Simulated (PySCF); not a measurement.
**TDDFT beside published excitation energies**

Published values to compare with (the computed states carry no symmetry labels, so the two lists aren't matched line by line):

| state | E (eV) | f | kind of transition | source |
| --- | --- | --- | --- | --- |
| 3A2(n→π*) | 1.47 |  | vertical absorption | [1] |
| 1A2(n→π*) | 1.70 |  | vertical absorption | [1] |
| 3B2(π→π*) | 1.88 |  | vertical absorption | [1] |
| 3A1(π→π*) | 2.51 |  | vertical absorption | [1] |
| 1B2(π→π*) | 2.63 | 0.000 | vertical absorption | [1] |
| 1A1(π→π*) | 4.96 | 0.378 | vertical absorption | [1] |

[1] computed, theoretical best estimate (aug-cc-pVTZ, frozen core, CC3 geometry), gas; Veril, Scemama, Caffarel, Lipparini, Boggio-Pasqua, Jacquemin, Loos, WIREs Comput. Mol. Sci. 2021, 11, e1517 (QUESTDB)

Species: cyclopentadienethione, C5H4S.
SMILES: `S=C1C=CC=C1`

Level of theory: PySCF, TDDFT CAM-B3LYP/aug-cc-pVTZ, vertical, gas phase, core orbitals frozen in the response. Isolated species at its PBE0-D3(BJ)/def2-TZVP geometry, gas phase.

Computed singlets: 1.72 eV (f 0.000); 2.48 eV (f 0.001); 4.77 eV (f 0.417); 5.62 eV (f 0.006); 6.13 eV (f 0.052); 6.17 eV (f 0.000); 6.29 eV (f 0.000); 6.35 eV (f 0.000); 6.58 eV (f 0.000); 6.64 eV (f 0.005). Computed triplets (Tamm–Dancoff): 1.24, 1.66, 2.36, 4.97 eV.

Q: How does the lowest computed singlet compare with the best estimate listed for the lowest singlet (vertical absorption)?

A: 1.72 eV against 1.70 eV for 1A2(n→π*) [1]: a difference of +0.02 eV. Geometry and basis of the two calculations needn't be the same.

Q: How does the lowest computed triplet compare with the best estimate listed for the lowest triplet (vertical absorption)?

A: 1.24 eV against 1.47 eV for 3A2(n→π*) [1]: a difference of -0.23 eV. Geometry and basis of the two calculations needn't be the same.
